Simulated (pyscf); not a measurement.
Optimised with ωB97X-D3(BJ)/def2-SVP in PySCF.

How much does it cost (ΔH, 298 K, ωB97M-D3(BJ)/def2-TZVP) to split Cl–Ta(Cl)(Cl)(Cl)–Cl at its Cl–Ta bond into Cl• + [Cl–Ta(Cl)(Cl)–Cl]•?

Cl–Ta to Cl• + [Cl–Ta(Cl)(Cl)–Cl]•: 80.1 kcal/mol. The 7 functionals that were run give +78.5 (M06-2X) to +88.4 kcal/mol (PBE). The radicals are drawn with the spin at the cut bond; how far it spreads was not checked. Left out: the spin-orbit lowering of Cl. Open-shell species with a d-block atom are single-reference here; other states, and whether the spin sits on metal or ligand, were not checked. Elements past Kr carry the def2 core potentials, without spin-orbit coupling.
